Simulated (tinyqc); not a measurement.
Worked calculation (part 2 of 2): UKS/BP86 in the sto-3g basis, for BH, spin multiplicity 3. Computed by tinyqc, a small Python program that keeps every step (integrals from PySCF). Command: `OMP_NUM_THREADS=1 python tinyqc.py 21716 21717 out.jsonl` (the two numbers bound the seeds that draw the settings). One thread of a shared host (Intel(R) Xeon(R) Processor @ 2.60GHz), about 9 s of CPU time with the checks.

Geometry (angstrom):
```
atom         x         y         z
B     0.000000  0.000000  0.000000
H     0.000000  0.000000  1.334000
```

## Convergence

Stop when the energy changes by less than 1e-08 hartree and every element of the error matrix X^T (F D S - S D F) X (for each spin) is below 3e-05.

Course of the cycle:
```
iteration   E (hartree)     change  largest element of the error matrix
1          -24.31602916          -                             2.97e-01
2          -24.73727235  -4.21e-01                             1.72e-01
3          -24.83872695  -1.01e-01                             7.31e-02
4          -24.85736793  -1.86e-02                             4.54e-02
5          -24.86271297  -5.35e-03                             2.66e-02
6          -24.86426828  -1.56e-03                             1.52e-02
7          -24.86472354  -4.55e-04                             8.80e-03
8          -24.86486297  -1.39e-04                             5.07e-03
9          -24.86490673  -4.38e-05                             2.93e-03
10         -24.86492079  -1.41e-05                             1.70e-03
11         -24.86492541  -4.62e-06                             9.95e-04
12         -24.86492696  -1.55e-06                             5.85e-04
13         -24.86492749  -5.34e-07                             3.46e-04
14         -24.86492768  -1.91e-07                             2.05e-04
...                 ...        ...                                  ...
40         -24.86492790  -7.37e-09                             5.11e-05
41         -24.86492789   1.30e-09                             5.10e-05
42         -24.86492788   1.42e-08                             5.04e-05
43         -24.86492788  -2.66e-09                             5.05e-05
44         -24.86492789  -4.71e-09                             5.07e-05
45         -24.86492789  -5.03e-09                             5.09e-05
46         -24.86492789   3.32e-09                             5.08e-05
47         -24.86492786   2.53e-08                             4.97e-05
48         -24.86492785   1.76e-08                             4.90e-05
49         -24.86492785  -1.12e-09                             4.90e-05
50         -24.86492785  -2.88e-09                             4.91e-05
51         -24.86492786  -5.75e-09                             4.94e-05
52         -24.86492786  -4.64e-09                             4.96e-05
53         -24.86492786   5.46e-09                             4.93e-05
```

PySCF UKS in the same basis, fine grid, after a stability check = -24.86596142 hartree

Not converged within the cap of 53 iterations: the residual has stopped falling. Reruns (cap 100 unless said): DIIS 8: converged in 10; damping 0.5: not converged; level shift 0.5: not converged; atomic densities as start, DIIS 8: converged in 11; the original settings with a cap of 400: not converged.
